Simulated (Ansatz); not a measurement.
`BSB` and `BS[SiH3]` differ in one atom or group.

Ansatz, PBE0-D4/def2-TZVP geometries, multiplicity 1. 

```tsv
property	`BSB`
HOMO energy (ωB97M-V/def2-TZVPP) / eV	-10.92
size of the dipole moment (B3LYP/def2-TZVPP) / D	0.33
size of the dipole moment (ωB97M-V/def2-TZVPP) / D	0.35
LUMO energy (B3LYP/def2-TZVPP) / eV	-2.50
LUMO energy (PBE/def2-TZVPP) / eV	-3.33
HOMO–LUMO gap (ωB97M-V/def2-TZVPP) / eV	10.59
```

What does the change do to each property? (Estimate.)

The calculation gave: 
```tsv
property	`BS[SiH3]`	shift
HOMO energy (ωB97M-V/def2-TZVPP) / eV	-10.41	0.51
size of the dipole moment (B3LYP/def2-TZVPP) / D	0.97	0.64
size of the dipole moment (ωB97M-V/def2-TZVPP) / D	0.96	0.61
LUMO energy (B3LYP/def2-TZVPP) / eV	-1.76	0.74
LUMO energy (PBE/def2-TZVPP) / eV	-2.53	0.80
HOMO–LUMO gap (ωB97M-V/def2-TZVPP) / eV	10.76	0.17
```

With PBE0 the HOMO rises by 0.45 eV and the LUMO rises by 0.74 eV, so the gap widens by about 0.29 eV. PBE moves the HOMO by 0.31 eV and ωB97M-V by 0.51 eV. The zero-point energy changes by 11.5 kJ/mol with +3 modes. Dipoles are sizes alone; their direction can turn.

B3LYP here is the variant with VWN-RPA as its local correlation; programs differ in this.
